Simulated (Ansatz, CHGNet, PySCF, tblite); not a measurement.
# Rock-salt CaO, cohesive energy

Reference value: 5.53 ± 0.03 eV/atom (worked out here from tabulated enthalpies at 298 K, copied from a table, unchecked, brought to a static lattice with a Debye model, atoms in their spin–orbit ground levels; inputs from the CRC Handbook).

```tsv
level (code)	value (eV/atom)	cell (Å³/atom)
GFN1-xTB (tblite)	5.33	11.99
CHGNet 0.3.0	5.34	14.27
LDA (Ansatz)	6.35	13.04
PBE (Ansatz)	5.46	14.09
r²SCAN+rVV10 (Ansatz)	___	13.65
Hartree–Fock (PySCF)	___	14.44
MP2 (PySCF)	5.69 ± 0.1	14.01
```

### Question
Fill in the missing entries.

### Answer

- r²SCAN+rVV10 (Ansatz, a first-principles code), value (eV/atom): 5.81
- Hartree–Fock (PySCF), value (eV/atom): 3.69 ± 0.06

Errors against the reference: GFN1-xTB -0.20 eV/atom, CHGNet 0.3.0 -0.19 eV/atom, LDA +0.82 eV/atom, PBE -0.07 eV/atom, r²SCAN+rVV10 +0.28 eV/atom, Hartree–Fock -1.84 eV/atom, MP2 +0.16 eV/atom.

Leaving aside GFN1-xTB (doubt noted below), CHGNet 0.3.0 (doubt noted below): Once the reference is moved by up to 0.20 eV/atom (a margin picked here for doubts on the reference and the settings) and values within 0.03 eV/atom count as equal, the nearest can be PBE (-0.07 eV/atom) or MP2 (+0.16 eV/atom). Farthest off among them: Hartree–Fock (-1.84 eV/atom). Within 0.5 eV/atom: PBE, r²SCAN+rVV10, MP2.

Free atoms are spin-polarised, in the lowest state found; at levels without +SOC their spin–orbit coupling is left out.  A ± on a computed value is a rough bar: the spread of its extrapolation, a floor set from checks against published values, or a statistical error. GFN1-xTB: the free atoms are run in the same model without spin. GFN1-xTB: the method was fitted mainly to molecules. GFN1-xTB: the run uses a supercell at the zone centre in place of a k mesh. CHGNet 0.3.0: free atoms can lie outside what these potentials were trained on. CHGNet 0.3.0: the energies of CHGNet 0.3.0 can hold anion corrections fitted to measured formation enthalpies. Each level is taken at its own relaxed cell. Cutoffs differ between the levels. Ansatz's density-functional and Hartree–Fock values are scalar-relativistic unless marked +SOC, with PAW data made under PBE.

Machine-learned potentials (CHGNet 0.3.0) are trained on DFT data: a solid inside that data is no test of them.

Differences are worked out from the printed values.
